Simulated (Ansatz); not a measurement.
# CHOSi (quartet): from Hartree-Fock to the top rungs, cc-pVDZ

How much of the correlation energy of CHOSi (quartet) does each wave-function method recover here?

Program: Ansatz 0.2.0, Gaussian basis. Level of theory: cc-pVDZ, core rule «outside noble gas», up to 7 orbitals frozen. These are calculated values, not measurements.

The runs, in order: UHF; CCSD(T) on ROHF; CCSD(T) on UHF; BCCD(T) on ROHF; CISD as a restricted active space (open shells left free, so some higher excitations enter); CCSDT(Q) on ROHF; CCSDT(Q) on UHF.

21 further runs of the same task are left out: 10 that didn't finish, 11 set aside as unsound or not needed. Runs told in other sessions of the task aren't counted.

**1. What is computed**

The geometry is a PBE0/def2-TZVP stationary point (not a proven minimum).

4 atoms, charge 0, spin multiplicity 4.

Atoms are counted from 1 here; the program's logs count them from 0.

Bond lengths: C1–O2 1.286 Å, C1–H4 1.089 Å, O2–Si3 1.707 Å. Angles: O2–C1–H4 123.9°, C1–O2–Si3 134.6°.

Geometry (Å):

```xyz
4

C     0.0000   -0.3103    1.6466
O     0.0000    0.3518    0.5441
Si    0.0000   -0.0732   -1.1086
H     0.0000    0.1527    2.6323
```

**2. UHF**

Contents of in.yaml:

```yaml
crystal:
  periodic: [false, false, false]
  atoms:
    - {symbol: C, position_ang: [0.000000, -0.310298, 1.646633]}
    - {symbol: O, position_ang: [0.000000, 0.351816, 0.544141]}
    - {symbol: Si, position_ang: [0.000000, -0.073198, -1.108628]}
    - {symbol: H, position_ang: [0.000000, 0.152652, 2.632314]}
basis:
  gaussian: {orbitals: cc-pVDZ}
magnetization: {spin_polarized: true, initial_magnetization: 3}
hamiltonian: {xc: hf}
output: {orbitals: {seedname: orbitals}}
```

Command:

```sh
> ansatz run in.yaml --threads 1 --pin off --events-out ev --progress --plain --max-ram 2393MiB
```

After this run come: CCSD(T) on ROHF; CCSD(T) on UHF; BCCD(T) on ROHF; CISD as a restricted active space (open shells left free, so some higher excitations enter); CCSDT(Q) on ROHF; CCSDT(Q) on UHF.

Before running them: what should the planned runs give, taken together? Wanted: UCCSDT(Q) from the RHF energy; RMP2 from UCCSDT(Q); UMP2 from UCCSDT(Q); RCCSD from UCCSDT(Q); RCCSD(T) from UCCSDT(Q); UCCSD(T) from UCCSDT(Q); RCCSDT(Q) from UCCSDT(Q); T1 diagnostic.

As calculated:

| quantity | value |
| --- | --- |
| UCCSDT(Q) from the ROHF energy | -10.4275 eV |
| RMP2 from UCCSDT(Q) | +28.61 kcal/mol |
| UMP2 from UCCSDT(Q) | +28.73 kcal/mol |
| RCCSD from UCCSDT(Q) | +8.74 kcal/mol |
| RCCSD(T) from UCCSDT(Q) | +1.61 kcal/mol |
| UCCSD(T) from UCCSDT(Q) | +1.59 kcal/mol |
| RCCSDT(Q) from UCCSDT(Q) | +0.18 kcal/mol |
| levels within 1 kcal/mol (43 meV) | RCCSDT, UCCSDT, RCCSDT(Q) |
| T1 diagnostic | 0.043 |

RCCSD(T) misses by +1.61 kcal/mol, 0.7 % of the correlation energy. These misses are within one basis, not against nature; the frozen cores of restricted and unrestricted runs differ, which can shift their rows.

With open shells the CI space here admits some higher excitations, so it is larger than plain CISD.
